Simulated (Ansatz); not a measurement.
Program: Ansatz. Geometries: PBE0-D4/def2-TZVP. ΔE: electronic, gas phase. CBS: def2 TZ/QZ extrapolation, frozen cores. DFT in def2-TZVPP. B3LYP here is the variant with VWN-RPA as its local correlation; programs differ in this. Open shells (•) are unrestricted, without spin–orbit coupling.

Consider the atomization: PH₃ → 3 H• + P•.

PH₃:

Cartesian coordinates in Å:
```
P -0.450 -0.014 0.367
H 0.868 0.329 0.769
H -0.405 0.834 -0.771
H -0.013 -1.149 -0.366
```

CCSD(T)/CBS gives +242.1 kcal/mol.

Task: Another level gave +240.6 kcal/mol. Which?
A. LDA (SPW92)/def2-TZVPP
B. B3LYP/def2-TZVPP
C. revPBE-D4/def2-TZVPP
D. BHLYP/def2-TZVPP

Result: D. BHLYP 240.6, revPBE-D4 237.7, LDA (SPW92) 270.2, B3LYP 245.0 kcal/mol.

Task: What do rigid-rotor, harmonic-oscillator terms from PBE0-D4/def2-TZVP frequencies (298.15 K, 1 bar) make of the CCSD(T)/CBS value? (Estimate.)

Result: The calculation gave: ΔZPE = -15.1 kcal/mol, ΔH = +230.5 kcal/mol, ΔS = 297 J/(mol·K), ΔG = +209.4 kcal/mol. Open shells count their whole term as degenerate.

Largest T1 diagnostic among the species: 0.013.

From r2SCAN to r2SCAN0 (25 % exact exchange), in def2-TZVPP and without D4, ΔE moves by −2.0 kcal/mol: exact exchange takes away binding that semilocal exchange gives to molecules. Leaving LDA and LC-ωPBE aside and taking each functional with its dispersion term where it has one, the values, not all of them listed here, spread over 11.6 kcal/mol, from PBE-QIDH to ωB97X-V. LDA lies +30.6 kcal/mol from PBE without D4, its usual overbinding. In def2-TZVPP, CCSD(T) changes the Hartree–Fock value by +63.2 kcal/mol (the triples alone add +1.8 kcal/mol) and MP2 by +54.8 kcal/mol; breaking electron pairs costs correlation energy, which Hartree–Fock lacks.
